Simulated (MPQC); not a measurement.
# A workflow on H2NO (SMILES N[O])

Aim: a geometry optimisation (ROHF/3-21++G*), then the harmonic vibrations (ROHF/3-21++G*), then a single-point energy (ZAPT2/6-31+G*) of H2NO. 

The calculation is run with MPQC 2.3.1.

6 further runs of the same task are left out: 1 that didn't finish, 5 set aside as unsound or not needed.

**1. Starting point**

The species is H2NO (4 atoms), meant as a doublet with charge 0. SMILES: `N[O]`. All atoms were displaced at random from a relaxed shape. The run starts from this shape.

Bond lengths: N1–O2 1.356 Å, N1–H3 0.990 Å, N1–H4 0.987 Å. Angles: O2–N1–H3 118.9°, O2–N1–H4 114.1°, H3–N1–H4 126.4°.

**2. A geometry optimisation at ROHF/3-21++G(d) (spherical functions, hessian update BFGS) (run 1)**

Input file mol.in:

```
molecule<Molecule>: (
  symmetry = c1
  unit = angstrom
  { atoms geometry } = {
    N  [ -0.096616    -0.020270    -0.084376 ]
    O  [ 0.831868     0.342429     0.835579 ]
    H  [ -0.998417     0.385145    -0.038739 ]
    H  [ 0.177856    -0.774911    -0.658328 ]
  }
)
basis<GaussianBasisSet>: (
  name = "3-21++G*"
  molecule = $:molecule
  puream = yes
)
mpqc: (
  checkpoint = no
  savestate = no
  restart = no
  do_energy = yes
  do_gradient = no
  optimize = yes
  coor<RedundMolecularCoor>: (
    molecule = $:molecule
    generator<IntCoorGen>: ( molecule = $:molecule )
  )
  mole<HSOSHF>: (
    molecule = $:molecule
    basis = $:basis
    total_charge = 0
    multiplicity = 2
    memory = 1000000000
    print_evals = yes
    print_npa = yes
    maxiter = 100
    guess_wavefunction<HSOSHF>: (
      molecule = $:molecule
      total_charge = 0
      multiplicity = 2
      memory = 1000000000
      value_accuracy = 1e-3
      basis<GaussianBasisSet>: (
        name = "MINI (Huzinaga)"
        molecule = $:molecule
      )
    )
    coor = $..:coor
  )
  opt<QNewtonOpt>: (
    function = $..:mole
    max_iterations = 40
    update<BFGSUpdate>: ()
    convergence<MolEnergyConvergence>: (
      cartesian = yes
      energy = $..:..:mole
    )
  )
)
```

On the command line:

```
mpqc -o mol.out mol.in
```

Standard output:

```text
MPQC: Massively Parallel Quantum Chemistry
[...]
    symmetry = c1
[...]
  LUMO is    10   A =   0.040488
  total scf energy = -129.6979923577
[...]
  Total Gradient:
       1   N  -0.0000055439   0.0000021884  -0.0000004141
       2   O   0.0000010261  -0.0000016105  -0.0000008115
       3   H   0.0000012882   0.0000002614   0.0000001505
       4   H   0.0000032296  -0.0000008393   0.0000010752
  Max Gradient     :   0.0000055439   0.0001000000  yes
  Max Displacement :   0.0000104738   0.0001000000  yes
  Gradient*Displace:   0.0000000001   0.0001000000  yes
[...]
  Value of the MolecularEnergy: -129.6979923577
[...]
      nbasis = 32
[...]
```

Run time: 6.4 s. Hardware: 1 thread of Intel Xeon at 2.50GHz (Skylake/Cascade Lake), shared host.

The path in brief:

| step | energy from the first frame kept (eV) | largest force (eV/Å) |
| --- | --- | --- |
| 0 | 0.0000 | 1.0581 |
| 1 | -0.0145 | 0.3277 |
| 2 | -0.0180 | 0.0618 |
| 3 | -0.0182 | 0.0500 |
| 4 | -0.0183 | 0.0232 |
| 5 | -0.0183 | 0.0227 |
| 6 | -0.0184 | 0.0511 |
| 7 | -0.0186 | 0.1223 |
| 8 | -0.0188 | 0.1818 |
| 9 | -0.0191 | 0.1166 |
| 10 | -0.0194 | 0.0063 |
| 11 | -0.0194 | 0.0063 |
| 12 | -0.0194 | 0.0004 |
| 13 | -0.0194 | 0.0003 |

After the run. Bond lengths: N1–O2 1.350 Å, N1–H3 0.997 Å, N1–H4 0.997 Å. Angles: O2–N1–H3 116.8°, O2–N1–H4 116.8°, H3–N1–H4 122.3°.

**3. Vibrational wavenumbers at ROHF/3-21++G(d) (spherical functions) (run 2)**

Input file mol.in:

```
% H2NO
molecule<Molecule>: (
    symmetry = c1
    unit = angstrom
    { atoms geometry } = {
        N  [ -0.061146 0.016480 -0.118620 ]
        O  [ 0.815033 0.345772 0.853552 ]
        H  [ -0.990640 0.364482 -0.022015 ]
        H  [ 0.151444 -0.794342 -0.658781 ]
    }
)
basis<GaussianBasisSet>: (
    name = "3-21++G*"
    molecule = $:molecule
    puream = yes
)
mpqc: (
    checkpoint = no
    savestate = no
    restart = no
    do_energy = yes
    do_gradient = no
    optimize = no
    mole<HSOSHF>: (
        molecule = $:molecule
        basis = $:basis
        total_charge = 0
        multiplicity = 2
        memory = 1000000000
        print_evals = yes
        print_npa = yes
        maxiter = 100
        guess_wavefunction<HSOSHF>: (
            molecule = $:molecule
            total_charge = 0
            multiplicity = 2
            memory = 1000000000
            value_accuracy = 1e-3
            basis<GaussianBasisSet>: (
                name = "MINI (Huzinaga)"
                molecule = $:molecule
            )
        )
        hessian<FinDispMolecularHessian>: (
            checkpoint = no
            restart = no
        )
    )
    freq<MolecularFrequencies>: (
        molecule = $:molecule
    )
)
```

On the command line:

```
mpqc mol.in > mol.out
```

Standard output:

```text
MPQC: Massively Parallel Quantum Chemistry
[...]
Value of the MolecularEnergy: -129.6979923576
[...]
  Total Gradient:
       1   N  -0.0008625475   0.0014287291   0.0017803388
       2   O  -0.0017537036  -0.0005724463  -0.0017607490
       3   H   0.0032143006  -0.0014951314  -0.0004132969
       4   H  -0.0005980495   0.0006388487   0.0003937071
  The external rank is 6
  Frequencies (cm-1; negative is imaginary):
  A
     1  3884.66
     2  3704.93
     3  1779.94
     4  1330.78
     5  1193.93
     6   273.02
  THERMODYNAMIC ANALYSIS:
  Contributions to the nonelectronic enthalpy at 298.15 K:
                     kJ/mol       kcal/mol
    E0vib        =   72.7764      17.3940
    Evib(T)      =    1.2695       0.3034
    Erot(T)      =    3.7185       0.8887
    Etrans(T)    =    3.7185       0.8887
    PV(T)        =    2.4790       0.5925
    Total nonelectronic enthalpy:
    H_nonel(T)   =   83.9618      20.0674
  Contributions to the entropy at 298.15 K and 1.0 atm:
                     J/(mol*K)    cal/(mol*K)
    S_trans(T,P) =  151.9758      36.3231
[...]
      symmetry = c1
[...]
      nbasis = 32
[...]
  LUMO is    10   A =   0.040488
  total scf energy = -129.6979923577
[...]
```

Run time: 5.1 s. Hardware: 1 thread of Intel Xeon at 2.50GHz (Skylake/Cascade Lake), shared host.

**4. The energy at ZAPT2/6-31+G(d) (Cartesian functions) (run 3)**

Input file mol.in:

```
% emacs should use -*- KeyVal -*- mode
molecule<Molecule>: (
   symmetry = c1
   unit = angstrom
   { atoms geometry } = {
      N  [ -0.061146       0.016480      -0.118620 ]
      O  [ 0.815033       0.345772       0.853552 ]
      H  [ -0.990640       0.364482      -0.022015 ]
      H  [ 0.151444      -0.794342      -0.658781 ]
   }
)
basis<GaussianBasisSet>: (
   name = "6-31+G*"
   molecule = $:molecule
)
mpqc: (
   checkpoint = no
   savestate = no
   restart = no
   do_energy = yes
   do_gradient = no
   optimize = no
   mole<MBPT2>: (
      molecule = $:molecule
      basis = $:basis
      memory = 1000000000
      method = zapt
      nfzc = 2
      reference<HSOSHF>: (
         molecule = $:molecule
         basis = $:basis
         total_charge = 0
         multiplicity = 2
         memory = 1000000000
         print_evals = yes
         maxiter = 100
         guess_wavefunction<HSOSHF>: (
            molecule = $:molecule
            total_charge = 0
            multiplicity = 2
            memory = 1000000000
            value_accuracy = 1e-3
            basis<GaussianBasisSet>: (
               name = "MINI (Huzinaga)"
               molecule = $:molecule
            )
         )
      )
   )
)
```

On the command line:

```
mpqc mol.in > mol.out
```

Standard output:

```text
MPQC: Massively Parallel Quantum Chemistry
[...]
   npass  rest  nbasis  nshell  nfuncmax  ndocc  nsocc  nvir  nfzc  nfzv
[...]
  LUMO is    10   A =   0.110961
  total scf energy = -130.3826083307
[...]
Value of the MolecularEnergy: -130.7123219876
[...]
        symmetry = c1
[...]
```

It took 2.1 s on 1 thread of Intel Xeon at 2.50GHz (Skylake/Cascade Lake), shared host.

**5. What came out**

```
                                                                       quantity             value
                                  run 1, ROHF/3-21++G*: total energy at the end     -129.69799 Eh
                               run 2, ROHF/3-21++G*: lowest harmonic wavenumber          273 cm⁻¹
                              run 2, ROHF/3-21++G*: highest harmonic wavenumber         3885 cm⁻¹
                                        run 2, ROHF/3-21++G*: zero-point energy       72.8 kJ/mol
run 2, ROHF/3-21++G*: ideal-gas entropy at 298.15 K (symmetry number 1 as used)  55.7 cal/(mol K)
                                             run 3, ZAPT2/6-31+G*: total energy     -130.71232 Eh
              run 3, ZAPT2/6-31+G*: correlation energy (2 core orbitals frozen)        -329.7 mEh
```

What this shows: The optimisation (run 1, ROHF/3-21++G*) took 13 steps and changed the energy by -0.019 eV. All 6 modes (run 2, ROHF/3-21++G*) are real, so the shape is a minimum at this level.
